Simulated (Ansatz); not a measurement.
# AlH₃O (built from SMILES [OH][AlH2]): single points off equilibrium

An exercise on one series of results from a longer session: the logs are not shown, and one member is left open.

Computed with Ansatz 0.2.0, Gaussian basis. Level: single points in def2-TZVPP.

Correlated methods freeze the cores.

**Starting geometry**

5 atoms, charge 0, spin multiplicity 1.

Atoms are counted from 1 here; the program's logs count them from 0.

Bond lengths: Al1–O2 2.177 Å, Al1–H4 1.620 Å, O2–H3 1.250 Å, O2–H5 0.971 Å. Angles: O2–Al1–H4 171.5°, Al1–O2–H3 64.0°, Al1–O2–H5 163.7°, H3–O2–H5 132.3°.

Geometry (Å):

```mol
AlH3O
  3D, bonds by distance, orders not assigned

  5  4  0  0  0  0  0  0  0  0999 V2000
    0.0742    0.8306    0.6682 Al  0  0
    0.2033   -0.9534   -0.5732 O   0  0
   -0.9345   -0.4515   -0.4516 H   0  0
    0.1459    2.2503    1.4457 H   0  0
    0.5274   -1.7262   -1.0627 H   0  0
  1  2  8  0
  1  4  8  0
  2  3  8  0
  2  5  8  0
M  END
```

The first run:

File run/in.yaml:

```yaml
crystal:
  periodic: [false, false, false]
  atoms:
    - {symbol: Al, position_ang: [0.074200, 0.830600, 0.668200]}
    - {symbol: O, position_ang: [0.203300, -0.953400, -0.573200]}
    - {symbol: H, position_ang: [-0.934500, -0.451500, -0.451600]}
    - {symbol: H, position_ang: [0.145900, 2.250300, 1.445700]}
    - {symbol: H, position_ang: [0.527400, -1.726200, -1.062700]}
basis:
  gaussian: {orbitals: def2-TZVPP}
correlation: {method: ccsd_t}
output: {forces: true}
```

No record of the launch command was kept for these runs.

Among the steps run: CCSD(T)/def2-TZVPP; PBE0-D4/def2-TZVPP; wB97M-V/def2-TZVPP; r2SCAN-D4/def2-TZVPP; PBE-D4/def2-TZVPP; wB97X-V/def2-TZVPP; r2SCANh-D4/def2-TZVPP.

One of the session's tables, all rows but one given; the rest of the session is left out.

```
    method  RMS force component (eV/Å)  angle to CCSD(T) forces (°)  dipole (D)
   CCSD(T)                       0.881                    reference        1.54
   PBE0-D4                       0.883                          6.5        1.51
   wB97M-V                       0.881                          4.7        1.54
 r2SCAN-D4                           ?                            ?           ?
    PBE-D4                       0.896                         17.8        1.39
   wB97X-V                       0.868                          9.3        1.69
r2SCANh-D4                       0.850                         11.4        1.59
```

Estimate the missing values for r2SCAN-D4.

**Answer.** RMS force component (eV/Å): 0.848; angle to CCSD(T) forces (°): 15.1; dipole (D): 1.58. In the column «RMS force component (eV/Å)» it is the lowest.
